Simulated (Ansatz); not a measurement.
Input file:

```yaml
crystal:
  periodic: [false, false, false]
  atoms:
    - {symbol: B, position_ang: [0.000000, 0.000000, 1.185560]}
    - {symbol: C, position_ang: [0.000000, 0.000000, -0.800070]}
    - {symbol: H, position_ang: [0.000000, -1.203857, -1.591210]}
    - {symbol: H, position_ang: [0.000000, 1.203857, -1.591210]}
basis:
  gaussian: {orbitals: 6-31G}
magnetization: {spin_polarized: false, initial_magnetization: 3}
correlation: {active_space: {window: {electrons: 3, orbitals: 5}}}
```

```sh
$ ansatz run in.yaml --threads 1 --pin off --events-out ev --progress --plain --max-ram 2393MiB
```

The program prints:

```
317 factors; integrals over basis functions are off by at most 2.9e-4 eV
mean field evaluation 1: about -1722.4812 eV, gradient 8.3e0 eV
mean field evaluation 2: about -1722.4821 eV, gradient 8.3e0 eV
mean field evaluation 4: about -1723.8353 eV, gradient 2.1e0 eV
mean field evaluation 8: about -1724.1261 eV, gradient 9.2e-2 eV
mean field evaluation 16: about -1723.7495 eV, gradient 6.8e-4 eV
mean field evaluation 32: about -1724.1251 eV, gradient 1.7e-1 eV
mean field -1724.12553382 eV, -63.3604447136 hartree, gradient 2.0e-6 eV, S^2 3.750000; 6 other end points of the search recorded, 0 dependent functions left out
reference -1724.12553382 eV, -63.3604447136 hartree; 8, 5 occupied and 14, 17 virtual orbitals, 317 factors
state -1724.18751451 eV, -63.3627224620 hartree
Total energy: -1724.18751451 eV, -63.3627224620 hartree
```

Ran on 1 thread of Arm Neoverse V1, shared host: 0.48 s wall, 0.06 GiB peak host memory.
